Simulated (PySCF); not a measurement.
**Running PySCF for MgO**

Input:

```python
from pyscf import gto, scf, mp

mol = gto.M(
    atom='Mg 0 0 0; O 0 0 1.818',
    basis='jorge-dzp-dkh',
    charge=0,
    spin=0,
    verbose=3,
)
mf = scf.RHF(mol)
mf = mf.sfx2c1e()
mf.kernel()
mp.MP2(mf, frozen=2).kernel()
mf.dip_moment()
print('orbital energies (hartree):', mf.mo_energy[..., max(0, mol.nelec[1]-3):mol.nelec[0]+3].round(4))
```

```bash
$ python input.py
```

It prints:

```
converged SCF energy = -274.71098628908
E(RMP2) = -275.032252752364  E_corr = -0.321266463284353
E(SCS-RMP2) = -275.022737184689  E_corr = -0.311750895609365
Dipole moment(X, Y, Z, Debye):  0.00000, -0.00000, -8.26548
orbital energies (hartree): [-0.3715 -0.3715 -0.3128 -0.0445  0.0477  0.0477]
```

In short: E(SCF) = -274.710986 Eh, E(MP2) − E(SCF) = -0.32127 Eh, μz(SCF) = -8.27 D.

Wall time 1 s on one thread of a shared host.

At this level a UHF run with spin=2 ends 2.66 eV lower; the true order of the states can differ. Stability towards an unrestricted solution was not tested. The bond length is a typed value, not an optimised one.
